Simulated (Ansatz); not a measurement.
What does this script print? It uses Ansatz 0.2.0, Python API.

The script, `run_relaxed_scan.py`:
```python
# -*- coding: utf-8 -*-
'''One bond of H2O(+) held at set lengths while the rest relaxes.'''

import warnings

import ansatz as az
from ase import Atoms
import numpy as np


def main():
    warnings.simplefilter('ignore', az.DeckWarning)

    atoms = Atoms(['O', 'H', 'H'], positions=[
        [0.0088, 0.404, 0.0],
        [-0.7872, -0.185, 0.0],
        [0.7785, -0.219, 0.0],
    ])
    molecule = az.Crystal.molecule_from_ase(atoms)

    setup = (
        molecule.calculation()
        .basis(gaussian='def2-SVP')
        .functional('pbe')
        .charge(1)
        .spin('collinear', total=1)
    )
    symbols = [site.symbol for site in molecule.cartesian_sites]
    pairs = [(0, 1), (0, 2)]
    print('held (A)   E (eV)        ', '  '.join(f'{symbols[i]}{i}-{symbols[j]}{j}' for i, j in pairs))
    for length in [0.91, 0.99, 1.07, 1.19, 1.34]:
        summary = setup.relax(constraints=[az.DistanceConstraint((0, 1), at=length)], force_tolerance=0.02, max_steps=60).run(threads=1, pin='off').report
        xyz = np.array(summary['positions_ang'])
        print(f'{length:6.2f} {summary["free_energy_ev"]:14.5f}  ', '  '.join(f'{np.linalg.norm(xyz[i] - xyz[j]):.3f}' for i, j in pairs))


if __name__ == '__main__':
    main()
```

```console
$ python run_relaxed_scan.py
held (A)   E (eV)         O0-H1  O0-H2
  0.91    -2062.97624   0.910  1.020
  0.99    -2063.25199   0.990  1.021
  1.07    -2063.23074   1.070  1.021
  1.19    -2062.90530   1.190  1.021
  1.34    -2062.29646   1.340  1.021
```

Notes:
- Total energies depend on the basis set; only differences at equal settings carry meaning.
- The energies are electronic: no zero-point or thermal terms, and the basis set is short of its limit.
- The species is open-shell (spin multiplicity 2).
- For an odd-electron ion, approximate functionals spread the charge over both fragments and lower the stretched end too much.
- The script silences the warnings on its input, which a real study should read.
- Finished in 8.4 s on 1 thread of Arm Neoverse V1, on a shared host, peak memory 0.16 GiB.
